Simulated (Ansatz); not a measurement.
The reference is Cu in the fcc (Cu type) structure (space group Fm-3m, No. 225; a = 3.6288 Å).

Levels (all Ansatz, a first-principles code, PAW, earlier PAW set): PBE (420 eV, no spin-orbit coupling); r2SCAN (500 eV, without spin-orbit coupling).

Levels that relaxed their own cell: PBE and r2SCAN.

| level | lattice parameter a |
|---|---|
| PBE | 3.629 Å |
| r2SCAN | 3.579 Å |

Measured: lattice parameter a 3.595 Å (static lattice; corrected from measurement; as listed in Gábor I. Csonka et al., Physical Review B (2009)).

Computed minus measured — lattice parameter a: PBE +0.9 %, r2SCAN -0.4 % (closest: r2SCAN).

Whether these cells are dynamically stable was not tested. All final runs are without spin polarisation.
